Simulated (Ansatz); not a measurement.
A made-up structure of CH8AlN, closed shell:

```xyz
11
angstrom
C 0.3998 -0.2086 0.5449
N 1.2453 0.1094 -0.6160
Al -1.6003 0.0534 0.1991
H 2.2375 -0.0252 -0.4212
H 0.9663 -0.4872 -1.3948
H 1.0784 1.0793 -0.8839
H 0.6697 0.3947 1.3736
H 0.5515 -1.2132 0.8472
H -2.1792 -0.3807 1.6315
H -1.5997 1.6188 -0.1560
H -1.7914 -0.9735 -1.0195
```

It is relaxed with PBE-D4/def2-SVP and then PBE0-D4/def2-TZVP (Ansatz 0.2.0). Atoms count as bonded within 1.22 times the sum of their covalent radii (H–H: 0.88 Å). The end point is not checked to be a true minimum.

Problem. Does its bonding change? (Judge from chemistry; the calculation decides.)

Solution. The calculation gives: No: no bond forms or breaks.

Where it ends: The first stage lowers the energy by 0.44 eV in 28 steps. It ends as CH₈AlN ([NH3][CH2][AlH3]):
```xyz
11
angstrom
C 0.4996 -0.2844 0.7464
N 1.0668 0.1142 -0.5921
Al -1.4759 0.0261 0.2695
H 2.0776 0.0543 -0.7062
H 0.5848 -0.4633 -1.2948
H 0.7375 1.0692 -0.7804
H 0.9514 0.3721 1.4913
H 0.8153 -1.3123 0.9304
H -2.5935 -0.2751 1.3680
H -1.2600 1.5740 -0.2408
H -1.4256 -0.9076 -1.0864
```

Labels in which every atom is bracketed show which atoms are joined, not bond orders.

For scale, one of the runs: PBE0-D4/def2-TZVP relaxation, 147 basis functions, launched by `ansatz run in.yaml --threads 2 --pin off --events-out ev --progress --plain --max-ram 4352MiB`. The run took about 96 s on 2 CPU threads of an Arm Neoverse V2 (shared host).
